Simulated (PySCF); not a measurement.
hydrogen sulfide (H2S), SMILES S. The structure is a stationary point at PBE-D3(BJ)/def2-TZVPD.

These are PySCF 2.14.0 with PBE-D3(BJ)/def2-TZVPD values and carry that method's errors.

Harmonic wavenumbers (cm⁻¹): 1164, 2629, 2644. Rotational constants (GHz): 300.1, 266.1, 141.0; symmetry number 2.

Problem. Work out the zero-point energy and the ideal-gas rigid-rotor harmonic-oscillator thermochemistry at 298.15 K and 1 atm.

Solution. ZPE = ½ Σ hcν = ½ × 6437 cm⁻¹ = 38.50 kJ/mol. H − E(el) = 48.47 kJ/mol. Entropy in J/(mol K): translation 152.75, rotation 52.90, vibration 0.20, total 205.85. G − E(el) = -12.91 kJ/mol. Cp = 34.23 J/(mol K).
